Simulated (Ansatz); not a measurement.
# MgNH (triplet): wave-function methods side by side at angle Mg2–N1–H3 = 156.8°, 6-31G

Aim: climb from Hartree-Fock through coupled cluster and multireference methods for MgNH (triplet) at one geometry and basis, and see what each rung misses.

Program: Ansatz 0.2.0, Gaussian basis. Level of theory: 6-31G, core rule «outside noble gas», up to 6 orbitals frozen. These are calculated values, not measurements.

To be run: UHF; CCSD(T) on ROHF; CCSD(T) on UHF; BCCD(T) on ROHF; CISD; CCSDT(Q) on ROHF; CCSDT(Q) on UHF; CCSDTQ on ROHF; CCSDTQ on UHF; CASSCF and MRCISD+Q, 4 electrons in 4 orbitals; CASSCF and NEVPT2, 4 electrons in 4 orbitals; Full CI.

23 further runs of the same task are left out: 14 for a known fault of the program, 5 that didn't finish, 4 set aside as unsound or not needed.

## 1. The geometry

The geometry derives from a PBE0/def2-TZVP stationary point (not a proven minimum). One angle is set to the value named; bond lengths are kept.

3 atoms, charge 0, spin multiplicity 3.

Atoms are counted from 1 here; the program's logs count them from 0.

Bond lengths: N1–Mg2 1.882 Å, N1–H3 1.011 Å. Angles: Mg2–N1–H3 156.8°.

## 2. UHF

in.yaml

```yaml
crystal:
  periodic: [false, false, false]
  atoms:
    - {symbol: N, position_ang: [-0.193886, 0.000000, 0.284305]}
    - {symbol: Mg, position_ang: [0.184482, 0.000000, -1.558961]}
    - {symbol: H, position_ang: [0.009404, 0.000000, 1.274656]}
basis:
  gaussian: {orbitals: 6-31G}
magnetization: {spin_polarized: true, initial_magnetization: 2}
hamiltonian: {xc: hf}
output: {orbitals: {seedname: orbitals}}
```

The run is started by

```bash
> ansatz run in.yaml --threads 1 --pin off --events-out ev --progress --plain --max-ram 2393MiB
```

After this run come: CCSD(T) on ROHF; CCSD(T) on UHF; BCCD(T) on ROHF; CISD; CCSDT(Q) on ROHF; CCSDT(Q) on UHF; CCSDTQ on ROHF; CCSDTQ on UHF; CASSCF and MRCISD+Q, 4 electrons in 4 orbitals; CASSCF and NEVPT2, 4 electrons in 4 orbitals; Full CI.

Before running them: what should the planned runs give, taken together? Wanted: FCI from the RHF energy; RMP2 from FCI; UMP2 from FCI; RCCSD from FCI; RCCSD(T) from FCI; UCCSD(T) from FCI; RCCSDT(Q) from FCI; UCCSDT(Q) from FCI; MRCISD+Q pair from FCI.

**Answer**, as computed:

```
                         quantity                                                                                               value
          FCI from the ROHF energy                                                                                          -2.9681 eV
                    RMP2 from FCI                                                                                     +10.41 kcal/mol
                    UMP2 from FCI                                                                                     +10.09 kcal/mol
                   RCCSD from FCI                                                                                      +1.82 kcal/mol
                RCCSD(T) from FCI                                                                                      +0.49 kcal/mol
                UCCSD(T) from FCI                                                                                      +0.47 kcal/mol
               RCCSDT(Q) from FCI                                                                                       0.00 kcal/mol
               UCCSDT(Q) from FCI                                                                                      -0.05 kcal/mol
           MRCISD+Q pair from FCI                                                                                      +0.76 kcal/mol
levels within 1 kcal/mol (43 meV)  RCCSD(T), UCCSD(T), BCCD(T), RCCSDT, UCCSDT, RCCSDT(Q), UCCSDT(Q), RCCSDTQ, UCCSDTQ, MRCISD+Q pair
                    T1 diagnostic                                                                                               0.031
   effectively unpaired electrons                                                                                                2.03
```

RCCSD(T) lands +0.49 kcal/mol from the yardstick (0.7 % of the correlation energy). UCCSDT(Q) falls below full CI: unrestricted runs freeze a spin-polarised core, another one than full CI's, and coupled cluster isn't variational. One determinant dominates. These misses are within one basis, not against nature; the frozen cores of restricted and unrestricted runs differ, which can shift their rows.

Levels on UHF freeze UHF's core orbitals, full CI those of ROHF, so the U rows can settle a little off it for that reason alone.

With open shells the CI space here admits some triples and quadruples, so it is larger than plain CISD.
